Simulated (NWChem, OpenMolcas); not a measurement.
**How methods differ on AlH (SMILES [AlH])**

AlH: 2 atoms, total charge 0, spin state singlet. SMILES: `[AlH]`. Geometry: a GFN2-xTB relaxation, a rough one for these elements and not checked as a minimum.

```xyz
2

Al    0.0000    0.0000    0.0000
H     0.0000    0.0000    1.6135
```

Quantity: the lowest excitation energy, in eV. The values are calculated.

| level | kind | program | value (eV) |
| --- | --- | --- | --- |
| CASPT2(4,5)/pcseg-0 | multireference | OpenMolcas | 2.98 |
| CASPT2(4,5)/6-311G | multireference | OpenMolcas | 2.90 |
| EOM-CCSD/6-311+G* | coupled cluster or CI | NWChem | 3.01 |
| FCI/pcseg-0 | exact in the basis | OpenMolcas | 3.00 |
| FCI/6-311G | exact in the basis | OpenMolcas | 2.89 |

The values span 2.89 to 3.01 eV.
